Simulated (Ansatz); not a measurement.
# CHOSi: the cost of one run

The runs use Ansatz 0.2.0, Gaussian basis; cc-pVTZ, core rule «outside noble gas», up to 7 orbitals frozen.

Plan: UHF; CCSD(T) on RHF; CCSD(T) on UHF; BCCD(T) on RHF; CCSDT(Q) on RHF; CCSDT(Q) on UHF.

5 further runs of the same task are left out: 5 set aside as unsound or not needed.

**1. What is computed**

The geometry is a PBE0/def2-TZVP stationary point (not a proven minimum) of the parent state, kept for this charge and spin.

4 atoms, charge 1, spin multiplicity 1.

Atoms are counted from 1 here; the program's logs count them from 0.

Bond lengths: C1–Si2 1.734 Å, C1–H4 1.091 Å, Si2–O3 1.512 Å. Angles: Si2–C1–H4 122.7°, C1–Si2–O3 156.4°.

**2. UHF**

Contents of in.yaml:

```yaml
crystal:
  periodic: [false, false, false]
  atoms:
    - {symbol: C, position_ang: [0.000000, -0.252496, 1.704393]}
    - {symbol: Si, position_ang: [0.000000, 0.153083, 0.018811]}
    - {symbol: O, position_ang: [0.000000, -0.110768, -1.469523]}
    - {symbol: H, position_ang: [0.000000, 0.501477, 2.492415]}
basis:
  gaussian: {orbitals: cc-pVTZ}
total_charge: 1
magnetization: {spin_polarized: true, initial_magnetization: 0}
hamiltonian: {xc: hf}
output: {orbitals: {seedname: orbitals}}
```

The run is started by

```console
$ ansatz run in.yaml --threads 1 --pin off --events-out ev --progress --plain --max-ram 4096MiB --backend cpu
```

Q: Estimate wall time and peak memory on 1 thread of AMD EPYC 7R13, shared host.

About 22 s, with a peak of 0.27 GiB.
